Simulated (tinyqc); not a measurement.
Worked calculation: ROHF in the sto-3g basis, for OH+, spin multiplicity 3. This run ends on a higher stationary point, not on the lowest solution. One step of it, computed by the program tinyqc.

Question. Iteration 3: diagonalisation and new density. Diagonalise F' = X^T F X, C = X C', fill 5 alpha and 3 beta electrons from the bottom; D(s) = C_occ C_occ^T. Each column has its largest component positive (the first on a tie).

effective F (hartree), lower triangle:
```
             1O 1s      1O 2s     1O 2px     1O 2py     1O 2pz      2H 1s
1O 1s   -21.042225
1O 2s    -5.333151  -2.930381
1O 2px    0.000000   0.000000  -0.965089
1O 2py    0.000000   0.000000   0.054891  -0.662947
1O 2pz   -0.005874  -0.061527   0.000000   0.000000  -0.567978
2H 1s    -0.385619  -0.522692   0.000000   0.000000  -0.355469  -0.530930
```

X, lower triangle:
```
            1O 1s      1O 2s    1O 2px    1O 2py     1O 2pz     2H 1s
1O 1s    1.022237
1O 2s   -0.125043   1.041083
1O 2px   0.000000   0.000000  1.000000
1O 2py   0.000000   0.000000  0.000000  1.000000
1O 2pz  -0.002247   0.018371  0.000000  0.000000   1.017605
2H 1s    0.011903  -0.115357  0.000000  0.000000  -0.111026  1.036093
```

Give: F' = X^T F X; orbital energies; coefficients C; D(alpha) after iteration 3; D(beta) after iteration 3.

Answer.

F' = X^T F X (hartree), lower triangle:
```
         1       2       3       4       5       6
1  -20.679
2   -2.655  -2.010
3    0.000   0.000  -0.965
4    0.000   0.000   0.055  -0.663
5   -0.011  -0.021   0.000   0.000  -0.515
6   -0.007  -0.220   0.000   0.000  -0.258  -0.409
```

orbital energies (hartree): MO1 -21.049, MO2 -1.680, MO3 -0.975, MO4 -0.702, MO5 -0.653, MO6 -0.182

coefficients C:
```
           MO1     MO2     MO3     MO4    MO5     MO6
1O 1s    0.995  -0.259   0.000   0.044  0.000   0.039
1O 2s    0.020   1.010   0.000  -0.212  0.000  -0.217
1O 2px   0.000   0.000   0.985   0.000  0.173   0.000
1O 2py   0.000   0.000  -0.173   0.000  0.985   0.000
1O 2pz   0.001   0.055   0.000   0.741  0.000  -0.704
2H 1s   -0.002   0.065   0.000   0.537  0.000   0.898
```

D(alpha) after iteration 3, lower triangle:
```
         1O 1s   1O 2s  1O 2px  1O 2py  1O 2pz  2H 1s
1O 1s    1.059
1O 2s   -0.251   1.066
1O 2px   0.000   0.000   1.000
1O 2py   0.000   0.000   0.000   1.000
1O 2pz   0.019  -0.102   0.000   0.000   0.553
2H 1s    0.004  -0.048   0.000   0.000   0.402  0.293
```

D(beta) after iteration 3, lower triangle:
```
         1O 1s  1O 2s  1O 2px  1O 2py  1O 2pz  2H 1s
1O 1s    1.057
1O 2s   -0.242  1.021
1O 2px   0.000  0.000   0.970
1O 2py   0.000  0.000  -0.171   0.030
1O 2pz  -0.013  0.055   0.000   0.000   0.003
2H 1s   -0.019  0.066   0.000   0.000   0.004  0.004
```
